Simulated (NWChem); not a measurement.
System: methylamine (CH₅N); SMILES CN

NWChem input:

```
start job
memory heap 200 mb stack 900 mb global 1100 mb
geometry units angstroms noautoz
  C     -0.007721     0.690034     0.000000
  N     -0.096730    -0.753659     0.000000
  H     -0.528114     1.096772    -0.881724
  H     -0.528114     1.096772     0.881724
  H      1.016671     1.119737     0.000000
  H      0.376435    -1.141446    -0.813320
  H      0.376435    -1.141446     0.813320
end
basis spherical
  * library def2-tzvpd
end
dft
  xc xcamb88 1.00 lyp 0.81 vwn_5 0.19 hfexch 1.00
  cam 0.33 cam_alpha 0.19 cam_beta 0.46
  iterations 150
  mulliken
end
task dft energy
```

Excerpt of the output:

```
             Northwest Computational Chemistry Package (NWChem) 7.3.0
             --------------------------------------------------------

 CS  symmetry detected

                             Geometry "geometry" -> ""
                             -------------------------

 Output coordinates in angstroms (scale by  1.889725989 to convert to a.u.)

  No.       Tag          Charge          X              Y              Z
 ---- ---------------- ---------- -------------- -------------- --------------
    1 C                    6.0000    -0.00877574    -0.69584993     0.00000000
    2 N                    7.0000    -0.09442946     0.74804602     0.00000000
    3 H                    1.0000    -0.53011257    -1.10137747    -0.88172400
    4 H                    1.0000    -0.53011257    -1.10137747     0.88172400
    5 H                    1.0000     1.01461489    -1.12793238     0.00000000
    6 H                    1.0000     0.37963545     1.13473237    -0.81332000
    7 H                    1.0000     0.37963545     1.13473237     0.81332000

 Effective nuclear repulsion energy (a.u.)      42.0591357843

      Symmetry information
      --------------------

 Group name             Cs
 Group number              2
 Group order               2
 No. of unique centers     5

                                 NWChem DFT Module
                                 -----------------

 Summary of "ao basis" -> "ao basis" (spherical)
 ------------------------------------------------------------------------------
       Tag                 Description            Shells   Functions and Types
 ---------------- ------------------------------  ------  ---------------------
 C                         def2-tzvpd               13       37   6s3p3d1f
 N                         def2-tzvpd               13       37   6s3p3d1f
 H                         def2-tzvpd                5        9   3s2p

      Symmetry analysis of basis
      --------------------------

        a'         75
        a"         44

            General Information
            -------------------
          SCF calculation type: DFT
          Wavefunction type:  closed shell.
          No. of atoms     :     7
          No. of electrons :    18
           Alpha electrons :     9
            Beta electrons :     9
          Charge           :     0
          Spin multiplicity:     1
          Use of symmetry is: on ; symmetry adaption is: on
          Maximum number of iterations: 150
          AO basis - number of functions:   119
                     number of shells:    51
          Convergence on energy requested:  1.00D-06
          Convergence on density requested:  1.00D-05
          Convergence on gradient requested:  5.00D-04

              XC Information
              --------------
                     Hartree-Fock (Exact) Exchange  1.000
                   CAM-Becke88 Exchange Functional  1.000
                      VWN V Correlation Functional  0.190 local
              Lee-Yang-Parr Correlation Functional  0.810

           Range-Separation Parameters
           ---------------------------
           Alpha           :  0.19
           Beta            :  0.46
           Gamma           :  0.33
           Short-Range HF  :     F

             Grid Information
             ----------------
          Grid used for XC integration:  medium
          Radial quadrature: Mura-Knowles
          Angular quadrature: Lebedev.
          Tag              B.-S. Rad. Rad. Pts. Rad. Cut. Ang. Pts.
          ---              ---------- --------- --------- ---------
          C                   0.70       49           9.0       434
          N                   0.65       49           9.0       434
          H                   0.35       45          10.0       434
          Grid pruning is: on
          Number of quadrature shells:   233
          Spatial weights used:  Erf1

      Superposition of Atomic Density Guess
      -------------------------------------

 Sum of atomic energies:         -94.48193312

      Non-variational initial energy
      ------------------------------

 Total energy =     -95.651684
 1-e energy   =    -209.189167
 2-e energy   =      71.478347
 HOMO         =      -0.318104
 LUMO         =       0.039849

      Symmetry analysis of molecular orbitals - initial
      -------------------------------------------------

  Numbering of irreducible representations:

     1 a'          2 a"

  Orbital symmetries:

     1 a'          2 a'          3 a'          4 a'          5 a"
     6 a'          7 a'          8 a"          9 a'         10 a'
    11 a'         12 a"         13 a'         14 a"         15 a'
    16 a'         17 a'         18 a"         19 a'

     ---------------------------------------------
      Total Density - Mulliken Population Analysis
     ---------------------------------------------

    Atom       Charge   Shell Charges
 -----------   ------   -------------------------------------------------------
    1 C    6     6.45   0.86  1.12  0.54  0.66  0.12 -0.00  1.20  1.32  0.51  0.02  0.06  0.03  0.01
    2 N    7     7.69   0.82  1.16  0.57  0.83  0.15  0.02  1.57  1.82  0.71  0.01  0.03  0.00  0.00
    3 H    1     0.81   0.25  0.46  0.07  0.02  0.02
    4 H    1     0.81   0.25  0.46  0.07  0.02  0.02
    5 H    1     0.81   0.25  0.46  0.06  0.02  0.02
    6 H    1     0.71   0.23  0.35  0.08  0.03  0.01
    7 H    1     0.71   0.23  0.35  0.08  0.03  0.01

   convergence    iter        energy       DeltaE   RMS-Dens  Diis-err
 ---------------- ----- ----------------- --------- --------- ---------
 d= 0,ls=0.0,diis     1    -95.8155644533 -1.38D+02  9.13D-03  3.52D-01
 d= 0,ls=0.0,diis     2    -95.8369050103 -2.13D-02  1.90D-03  9.02D-02
 d= 0,ls=0.0,diis     3    -95.8427999885 -5.89D-03  1.03D-03  3.22D-02
 d= 0,ls=0.0,diis     4    -95.8458299522 -3.03D-03  1.36D-04  1.29D-04
 d= 0,ls=0.0,diis     5    -95.8458475862 -1.76D-05  7.97D-05  9.63D-06
  Resetting Diis
 d= 0,ls=0.0,diis     6    -95.8458492283 -1.64D-06  2.23D-05  1.94D-06
 d= 0,ls=0.0,diis     7    -95.8458495441 -3.16D-07  1.02D-05  7.05D-08
 d= 0,ls=0.0,diis     8    -95.8458495678 -2.37D-08  2.61D-06  3.67D-08

         Total DFT energy =      -95.845849567798
      One electron energy =     -211.670857644192
           Coulomb energy =       87.917373555461
    Exchange-Corr. energy =      -14.151501263398
 Nuclear repulsion energy =       42.059135784331

 Numeric. integr. density =       17.999998222896

                  Occupations of the irreducible representations
                  ----------------------------------------------

                     irrep           alpha         beta
                     --------     --------     --------
                     a'                7.0          7.0
                     a"                2.0          2.0

                       DFT Final Molecular Orbital Analysis
                       ------------------------------------

 Vector    7  Occ=2.000000D+00  E=-4.714387D-01  Symmetry=a'
              MO Center= -4.4D-02, -4.0D-01, -3.1D-15, r^2= 1.7D+00
   Bfn.  Coefficient  Atom+Function         Bfn.  Coefficient  Atom+Function
  ----- ------------  ---------------      ----- ------------  ---------------
     7      0.253665  1 C  px                 5     -0.208601  1 C  s
    45     -0.208432  2 N  py                 8      0.182525  1 C  py
    10      0.174279  1 C  px                48     -0.164162  2 N  py
    13      0.141609  1 C  px                76     -0.140372  3 H  s
    85     -0.140372  4 H  s                 94      0.133978  5 H  s

 Vector    8  Occ=2.000000D+00  E=-4.295016D-01  Symmetry=a"
              MO Center= -1.6D-01, -4.6D-01,  6.7D-15, r^2= 1.9D+00
   Bfn.  Coefficient  Atom+Function         Bfn.  Coefficient  Atom+Function
  ----- ------------  ---------------      ----- ------------  ---------------
     9      0.291640  1 C  pz                15      0.251758  1 C  pz
    76     -0.202283  3 H  s                 85      0.202283  4 H  s
    12      0.198684  1 C  pz                46     -0.178592  2 N  pz
    75     -0.134717  3 H  s                 84      0.134717  4 H  s
    49     -0.128615  2 N  pz               103      0.129191  6 H  s

 Vector    9  Occ=2.000000D+00  E=-3.073538D-01  Symmetry=a'
              MO Center= -1.2D-01,  4.8D-01,  1.4D-15, r^2= 1.6D+00
   Bfn.  Coefficient  Atom+Function         Bfn.  Coefficient  Atom+Function
  ----- ------------  ---------------      ----- ------------  ---------------
    44      0.372276  2 N  px                47      0.312640  2 N  px
    13     -0.301037  1 C  px                50      0.275929  2 N  px
    95      0.250376  5 H  s                 43     -0.246183  2 N  s
    42     -0.195118  2 N  s                 41     -0.163187  2 N  s
    94     -0.150068  5 H  s                104      0.124074  6 H  s

 Vector   10  Occ=0.000000D+00  E= 3.483678D-02  Symmetry=a'
              MO Center=  4.5D-01, -6.7D-02,  2.2D-13, r^2= 8.9D+00
   Bfn.  Coefficient  Atom+Function         Bfn.  Coefficient  Atom+Function
  ----- ------------  ---------------      ----- ------------  ---------------
     5      3.798373  1 C  s                  6      2.203664  1 C  s
    77     -2.204345  3 H  s                 86     -2.204345  4 H  s
    42      1.435611  2 N  s                104     -1.291808  6 H  s
   113     -1.291808  7 H  s                 43      1.031045  2 N  s
    95     -0.937662  5 H  s                 14     -0.718539  1 C  py

 Vector   11  Occ=0.000000D+00  E= 6.301862D-02  Symmetry=a'
              MO Center=  1.8D-01, -3.5D-01, -4.1D-14, r^2= 1.0D+01
   Bfn.  Coefficient  Atom+Function         Bfn.  Coefficient  Atom+Function
  ----- ------------  ---------------      ----- ------------  ---------------
    43      5.775058  2 N  s                  5     -3.281732  1 C  s
     6     -2.905988  1 C  s                 42      2.445153  2 N  s
   104     -2.447316  6 H  s                113     -2.447316  7 H  s
    77      1.156183  3 H  s                 86      1.156183  4 H  s
    95      1.144146  5 H  s                110     -0.596524  6 H  pz

 Vector   12  Occ=0.000000D+00  E= 9.588886D-02  Symmetry=a"
              MO Center=  3.3D-01,  2.5D-01, -1.6D-13, r^2= 8.7D+00
   Bfn.  Coefficient  Atom+Function         Bfn.  Coefficient  Atom+Function
  ----- ------------  ---------------      ----- ------------  ---------------
    77      3.777774  3 H  s                 86     -3.777774  4 H  s
   104      3.016551  6 H  s                113     -3.016551  7 H  s
    15      2.521028  1 C  pz               110      1.400078  6 H  pz
   119      1.400078  7 H  pz                83      1.114089  3 H  pz
    92      1.114089  4 H  pz                29      1.064964  1 C  d  1

     ---------------------------------------------
      Total Density - Mulliken Population Analysis
     ---------------------------------------------

    Atom       Charge   Shell Charges
 -----------   ------   -------------------------------------------------------
    1 C    6     6.69   0.85  1.12  0.51  0.61  0.32 -0.01  1.33  1.16  0.67  0.02  0.06  0.03  0.01
    2 N    7     7.53   0.82  1.15  0.55  0.77  0.25  0.09  1.57  1.57  0.75  0.01  0.03 -0.03  0.00
    3 H    1     0.72   0.27  0.48 -0.07  0.02  0.02
    4 H    1     0.72   0.27  0.48 -0.07  0.02  0.02
    5 H    1     0.74   0.27  0.49 -0.07  0.02  0.04
    6 H    1     0.79   0.27  0.41  0.04  0.04  0.03
    7 H    1     0.79   0.27  0.41  0.04  0.04  0.03

     -------------------------------------------
      Total Density - Lowdin Population Analysis
     -------------------------------------------

    Atom       Charge   Shell Charges
 -----------   ------   -------------------------------------------------------
    1 C    6     6.23   0.91  1.04  0.33  0.27  0.13  0.07  1.12  1.27  0.45  0.03  0.31  0.26  0.04
    2 N    7     7.09   0.89  1.07  0.42  0.39  0.17  0.08  1.39  1.58  0.70  0.01  0.11  0.27  0.01
    3 H    1     0.93   0.25  0.35  0.12  0.05  0.16
    4 H    1     0.93   0.25  0.35  0.12  0.05  0.16
    5 H    1     0.93   0.25  0.35  0.12  0.05  0.16
    6 H    1     0.94   0.25  0.31  0.09  0.10  0.19
    7 H    1     0.94   0.25  0.31  0.09  0.10  0.19

     Multipole analysis of the density
     ---------------------------------

     L   x y z        total         alpha         beta         nuclear
     -   - - -        -----         -----         ----         -------
     0   0 0 0     -0.000000     -9.000000     -9.000000     18.000000

     1   1 0 0      0.513614      0.256807      0.256807     -0.000000
     1   0 1 0     -0.103520     -0.051760     -0.051760      0.000000
     1   0 0 1     -0.000000     -0.000000     -0.000000      0.000000

     2   2 0 0    -11.532479     -9.234830     -9.234830      6.937181
     2   1 1 0      1.562340      0.018682      0.018682      1.524976
     2   1 0 1      0.000000      0.000000      0.000000      0.000000
     2   0 2 0    -10.697427    -28.731657    -28.731657     46.765887
     2   0 1 1     -0.000000     -0.000000     -0.000000      0.000000
     2   0 0 2     -9.563514     -9.920257     -9.920257     10.276999
```

Level: CAM-B3LYP/def2-TZVPD. Coordinates come from a PBE0/def2-SVP optimisation.
